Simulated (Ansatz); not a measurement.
## Rock-salt HfC

Level of theory: r²SCAN in Ansatz (plane waves, PAW).

Numerical settings: plane-wave cutoff 500 eV, 14×14×1 k mesh (along the axes of the cell as run), Fermi–Dirac smearing 0.05 eV, scalar-relativistic PAW data made under PBE.

Cell: relaxed at this level.

```
Property                             Result
--------------------------------  ---------
surface energy of the (100) face  1.87 J/m²
work function of the (100) face     4.12 eV
```

The slab of 12 atoms is relaxed and unreconstructed.

Spin–orbit coupling is not included.

Ansatz is an electronic-structure program.
